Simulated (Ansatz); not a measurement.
**Down a group: bond dissociation energies of Al–CH$_{2}$, H2C–Ga**

Ansatz 0.2.0, basis cc-pVDZ; geometries are PBE0/def2-TZVP minima. Wave-function levels freeze the cores with the filled d shells of p-block atoms; HF, MP2 and coupled cluster are restricted for singlets and unrestricted otherwise, atoms included, restricted open-shell where a d shell is frozen. NEVPT2 and MRCISD+Q stand on CASSCF in the full valence space, and MRCISD+Q is size-consistent only roughly. The reference is CCSDT(Q) (coupled cluster only where its series has nearly closed). An error is the level's value less the reference. None of these values is a measured one. Energies are electronic, without zero-point terms. No spin–orbit coupling and no scalar relativity. The set is small: it underbinds, by tens of kJ/mol for each bond, so near ties and functionals' places can change in larger sets. The species are chosen: bound, without strong static correlation by their natural occupations or amplitudes, in their lowest spin state as far as vertical gaps and like structures tell, and with a ladder that closes on the reference, so errors are smaller than for species at large; levels whose determinant breaks symmetry or spin markedly are left out.

| species | bonds (Å) | quantity | symmetry of the states | reference | value (kJ/mol) | error CCSD | error CCSD(T) | error CCSDT | error NEVPT2 | error MRCISD+Q |
| --- | --- | --- | --- | --- | --- | --- | --- | --- | --- | --- |
| Al–CH2, doublet | C–Al 1.971, C–H 1.094, angles at C 110/125° | C–Al bond energy, to CH2 (triplet) + Al | B1 / B1 | CCSDT(Q) | 314.7 | -7.4 | -0.9 | -0.6 | -4.6 | -3.5 |
| H2C–Ga, doublet | C–Ga 2.015, C–H 1.094, angles at C 111/125° | C–Ga bond energy, to CH2 (triplet) + Ga | B1 / B1 | CCSDT(Q) | 289.3 | -7.7 | -1.1 | -0.6 | -4.6 | -1.8 |

The reference falls from Al to Ga, by 25.4 kJ/mol in all.
